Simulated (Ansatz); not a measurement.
# C3H8O: the cost of one run

Program: Ansatz 0.2.0. Level of theory: the levels named in each step. These are calculated values, not measurements.

**1. The starting structure**

Bond lengths: C1–C2 1.524 Å, C2–C3 1.530 Å, C3–O4 1.408 Å, C1–H5 1.088 Å, C1–H6 1.087 Å, C1–H7 1.087 Å, C2–H8 1.091 Å, C2–H9 1.094 Å, C3–H10 1.101 Å, C3–H11 1.092 Å, O4–H12 0.964 Å. Angles (14 of 19 angles, heavy atoms first): C1–C2–C3 111.6°, C2–C3–O4 113.0°, C1–C2–H8 110.2°, C1–C2–H9 109.6°, C3–C2–H8 108.6°, C3–C2–H9 109.0°, C2–C1–H5 110.1°, C2–C1–H6 110.7°, C2–C1–H7 110.4°, C2–C3–H10 109.5°, C2–C3–H11 110.1°, O4–C3–H10 110.3°, O4–C3–H11 105.4°, C3–O4–H12 108.5°.

Structure file:

```xyz
12

C     1.6357    0.2703   -0.0835
C     0.5553   -0.5207    0.6442
C    -0.7435   -0.5729   -0.1622
O    -1.3073    0.6983   -0.3810
H     1.2675    1.2629   -0.3322
H     2.5228    0.3715    0.5371
H     1.9139   -0.2299   -1.0081
H     0.8943   -1.5420    0.8258
H     0.3530   -0.0575    1.6147
H    -1.4667   -1.2281    0.3475
H    -0.5520   -0.9797   -1.1576
H    -1.4300    1.1293    0.4725
```

**2. A rough first relaxation, PBE-D4/def2-SVP**

This run stands in another session on the same molecule. It ended at:

```xyz
12

C     1.6494    0.2810   -0.0754
C     0.5578   -0.5266    0.6285
C    -0.7608   -0.5692   -0.1508
O    -1.2964    0.7165   -0.4190
H     1.2788    1.2984   -0.3132
H     2.5619    0.3775    0.5467
H     1.9422   -0.1946   -1.0352
H     0.8954   -1.5705    0.8147
H     0.3582   -0.0955    1.6380
H    -1.4937   -1.2231    0.3860
H    -0.5914   -1.0368   -1.1458
H    -1.4586    1.1443    0.4427
```

**3. Relaxation, HF/STO-3G**

input.yaml

```yaml
crystal:
  periodic: [false, false, false]
  atoms:
    - { symbol: C, position_ang: [1.64942161, 0.28101351, -0.07540523] }
    - { symbol: C, position_ang: [0.55782312, -0.52662984, 0.62854933] }
    - { symbol: C, position_ang: [-0.76076596, -0.56916247, -0.15083489] }
    - { symbol: O, position_ang: [-1.29641905, 0.71649216, -0.41901177] }
    - { symbol: H, position_ang: [1.27882438, 1.29837711, -0.31324212] }
    - { symbol: H, position_ang: [2.5619229, 0.37752226, 0.54669775] }
    - { symbol: H, position_ang: [1.94219642, -0.19456128, -1.03524518] }
    - { symbol: H, position_ang: [0.89537704, -1.57050912, 0.81466146] }
    - { symbol: H, position_ang: [0.35824616, -0.09550985, 1.63801283] }
    - { symbol: H, position_ang: [-1.49365842, -1.22305164, 0.38601793] }
    - { symbol: H, position_ang: [-0.59140116, -1.03682979, -1.14580487] }
    - { symbol: H, position_ang: [-1.45858705, 1.14425896, 0.44266474] }
basis:
  gaussian: { orbitals: STO-3G }
hamiltonian:
  xc: hf
relax:
  f_tol: 0.002
  max_steps: 150
```

Command:

```sh
$ ansatz run input.yaml --threads 4 --pin off --max-ram 10240MiB --backend cpu --events-out ev --progress --plain --runs-dir out
```

Q: Estimate wall time and peak memory on 4 threads of Arm Neoverse V1, shared host.

About 1.8 s, with a peak of 0.098 GiB.
